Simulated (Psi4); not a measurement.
Psi4 input (wB97X-D/6-311+G**):

```
memory 1500 MB

molecule {
0 2
C     0.00329743   -0.68959053    0.83425245
C    -0.00671643    0.63296015    0.90078215
C     0.00781639   -0.84964659   -0.66746692
C    -0.00399140    0.72131498   -0.62771037
H    -0.01400541    1.37887752    1.67955288
H    -0.87973595   -1.30934951   -1.10071269
H     0.90403817   -1.29604212   -1.09676329
H     0.89064925    1.17483501   -1.05862435
H    -0.90338201    1.16145109   -1.06259646
symmetry c1
no_reorient
no_com
}

set {
  basis 6-311+G**
  reference uks
  scf_type df
  df_basis_scf def2-universal-jkfit
  dft_radial_points 99
  dft_spherical_points 590
  e_convergence 1e-8
  d_convergence 1e-7
  maxiter 150
}

e = energy('wb97x-d')
print_out(f'\nFINAL {e:.10f} DIPOLE {variable("CURRENT DIPOLE")[0]:.6f} {variable("CURRENT DIPOLE")[1]:.6f} {variable("CURRENT DIPOLE")[2]:.6f}\n')
```

Predict the final energy.

-155.27202 Eh.
